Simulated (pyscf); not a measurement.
## Four-centre exchange: `[Cl][Zn][Cl]` + `[SH2]` → `[ClH]` + `[SH][Zn][Cl]`

Gas phase, singlet surface, charge 0. Bonds broken: Cl1–Zn2, S4–H5. Bonds formed: Cl1–H5, Zn2–S4. Optimised with ωB97X-D3(BJ)/def2-SVP in PySCF.

Transition state (Å):

```xyz
6

Cl    -0.6933     1.8281    -1.0859
Zn     1.2472     0.6986    -0.1831
Cl     2.9696     1.5718     0.6773
S      0.0356    -1.1821    -0.7574
H     -0.7692     0.3381    -1.1227
H     -0.5200    -1.3070     0.4661
```

One imaginary mode, 606i cm⁻¹; descent along it reached the two sides named, in the forms told below.

```tsv
bond	change	reactant side (Å)	saddle	product side
Cl1–Zn2	breaks	2.132	2.420	2.7
S4–H5	breaks	1.348	1.759	2.498
Cl1–H5	forms	3.3	1.492	1.302
Zn2–S4	forms	2.558	2.310	2.208
```

Electronic energies relative to the separated reactants (kcal/mol):

```csv
level,barrier,reaction energy,reverse barrier
ωB97X-D3(BJ)/def2-TZVP,5.9,+7.9,-2.0
PBE/def2-TZVP,3.2,+6.6,-3.5
r²SCAN/def2-TZVP,3.3,+7.7,-4.4
B3LYP-D3(BJ)/def2-TZVP,6.6,+7.9,-1.4
PBE0-D3(BJ)/def2-TZVP,3.8,+7.4,-3.6
M06-2X/def2-TZVP,6.4,+9.0,-2.6
ωB97M-D3(BJ)/def2-TZVP,9.0,+8.2,0.8
HF/def2-TZVP,24.3,+12.2,12.0
```

With ωB97M-D3(BJ)/def2-TZVP energies and thermal terms (ideal gas, 1 atm, RRHO with modes under 100 cm⁻¹ raised to 100, one conformer, R ln 2 for rigid chiral ones), in kcal/mol:

```tsv
T (K)	ΔH‡	ΔG‡	ΔH	ΔG
298	7.3	16.7	+7.8	+7.0
600	7.6	26.1	+8.0	+6.2
900	8.2	35.3	+8.1	+5.3
1200	8.7	44.2	+8.2	+4.3
```

On the reactant side the descent ends in an adduct with a S–Zn contact, 14.1 kcal/mol under the separated species and 20.0 kcal/mol under the saddle at ωB97X-D3(BJ)/def2-TZVP. On the product side the descent ends in a complex, 6.5 kcal/mol under the separated species and 4.4 kcal/mol under the saddle at ωB97X-D3(BJ)/def2-TZVP. At ωB97X-D3(BJ), PBE, r²SCAN, B3LYP-D3(BJ), PBE0-D3(BJ), M06-2X the saddle lies under the separated products, which points to a path from their complex (located at ωB97X-D3(BJ) alone), and parting the products costs more than the saddle. What is counted as formed (S–Zn) is already present as a longer contact in the reactant adduct; forming that adduct is a step of its own. One saddle was located; it need not be the lowest between these sides. Elements up to Kr have no core potential and no relativistic terms here.
